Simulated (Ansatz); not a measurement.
C4H7N, SMILES `NC1C=CC1`, relaxed with RKS PBE0-D4/def2-TZVP in Ansatz 0.2.0 from a PBE-D4/def2-SVP geometry. The force threshold is 0.005 eV/Å; the program also tests the step.

Total charge 0; spin multiplicity 1.

Start:

```xyz
12

N     1.459    0.616    0.857
C     0.618    0.183   -0.237
C    -0.625    1.015   -0.509
C    -1.469   -0.039   -0.436
C    -0.388   -1.045   -0.098
H     2.210   -0.065    1.029
H     0.910    0.673    1.725
H     1.259    0.065   -1.141
H    -0.753    2.091   -0.711
H    -2.553   -0.148   -0.604
H    -0.248   -1.890   -0.810
H    -0.420   -1.456    0.934
```

```
step  energy (eV)  largest force (eV/Å)  largest move (Å)
   1   -5745.7704                 0.683             0.000
   2   -5745.8226                 0.255             0.025
   3   -5745.8275                 0.096             0.024
   4   -5745.8281                 0.037             0.010
   5   -5745.8282                 0.022             0.003
   6   -5745.8283                 0.012             0.002
   7   -5745.8283                 0.005             0.002
   8   -5745.8283                 0.002             0.001
```

End:

```xyz
12

N     1.440    0.599    0.856
C     0.613    0.175   -0.243
C    -0.620    1.003   -0.508
C    -1.456   -0.034   -0.428
C    -0.381   -1.038   -0.100
H     2.191   -0.059    1.027
H     0.895    0.676    1.706
H     1.250    0.065   -1.128
H    -0.747    2.060   -0.710
H    -2.524   -0.138   -0.581
H    -0.248   -1.864   -0.807
H    -0.413   -1.445    0.915
```

Run time 22 s (4 threads of an Arm Neoverse V2 on a shared host); peak host memory 0.44 GiB.
